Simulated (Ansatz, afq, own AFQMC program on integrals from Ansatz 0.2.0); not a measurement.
**Where AFQMC and coupled cluster stand for BSi, doublet**

```xyz
2

Si    0.0000    0.0000    0.0000
B     0.0000    0.0000    3.1240
```

Basis 6-31G. Only valence electrons are correlated. Ansatz 0.2.0 and our own AFQMC program on the same integrals; the CISD trial comes from CCSD amplitudes, and released means the phaseless constraint is let go. ± is one standard error of the sampling.

Determinant: ROHF, the one that the program's search chose, which needn't be the lowest solution. The geometry is a point of a scan.

Full CI is exact in this basis; its frozen core comes from its own orbitals, which moves totals by up to a few meV.

Cautions: a spin-contaminated unrestricted determinant lies lower (UHF 1.14 eV lower, ⟨S²⟩ 1.77); strong correlation (T1 0.043, weight of the determinant 0.80, largest double 0.31); the released energies move by 1.5 errors or more from one time to the next, so no released level is given (meV from the phaseless value at times in 1/Eh: -10 ± 5 at 0.24, -13 ± 4 at 0.51, -21 ± 3 at 0.99, -20 ± 11 at 1.62, -34 ± 4 at 2.40); CCSDTQ on the UHF determinant differs (199 meV higher), so the two series follow different states; full CI with its own frozen core; a state of higher spin lies lower (by 303 meV).

The T1 diagnostic is 0.0433 and the weight of the determinant in the CISD state is 0.798. The size of the correlated space is 7 electrons in 16 orbitals.

```json
{"level": "MP2", "correlation energy (eV)": "-1.8948"}
{"level": "CCSD", "correlation energy (eV)": "-3.0996"}
{"level": "CCSD(T)", "correlation energy (eV)": "-3.1759"}
```

Q: Estimate where phaseless AFQMC with a CISD trial lies against CCSD(T) on the same integrals.

A: 1.2 ± 0.4 kJ/mol above CCSD(T).

Reference: full CI, correlation energy -3.218 eV. CCSDTQ lies 0.4 meV above full CI, in part by the other frozen core, which shifts every row alike, so rows that close can't be ranked against it.

```tsv
level	E − E(reference) (kJ/mol)	share of correlation (%)
CCSD(T)	4.1	98.69
CCSDT	1.2	99.62
CCSDT(Q)	0.4	99.88
CCSDTQ	0.0	99.99
ph-AFQMC/HF	33.5 ± 2.9	89.20
ph-AFQMC/CISD	5.3 ± 0.4	98.30
```

CCSDT and higher add their correlation energy to the determinant of the CCSD(T) run, since their own runs factorise the integrals more tightly (a shift of under 2 meV). A walk keeps the symmetry of its determinant, which the program's search chose and which needn't be the lowest solution, so a lower state of the same spin and another symmetry isn't excluded.
